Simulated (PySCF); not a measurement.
## From computed data to an observable: oscillator strength and radiative lifetime

propene (C₃H₆), SMILES C=CC.

Geometry optimised at r2SCAN-D4/def2-TZVP.

PySCF 2.14.0 with TDDFT-PBE/def2-SVPD puts the first singlet state with f over 0.02 at 7.39 eV (vertical), with the transition dipole (-0.464, -1.351, 0.000) in atomic units.

Task: Find the oscillator strength, the wavelength and the radiative lifetime that this transition would have in vacuum if emission retraced absorption.

Result: 
|μ|² = 2.0405 au, so |μ| = 3.63 D. ΔE = 7.39/27.211 = 0.2716 hartree. f = (2/3) ΔE |μ|² = 0.369 (the program prints 0.370).
λ = 1239.84/7.39 = 168 nm; ν = 59604 cm⁻¹.
Einstein's coefficient A = 0.6670 ν² f s⁻¹ (ν in cm⁻¹) = 8.8e8 s⁻¹, so τ = 1/A = 1.1 ns. This state is S2; the lower singlet has f = 0.006. The figure is the radiative limit of this one transition; relaxation, internal conversion, crossing to triplets and a medium change what is measured.
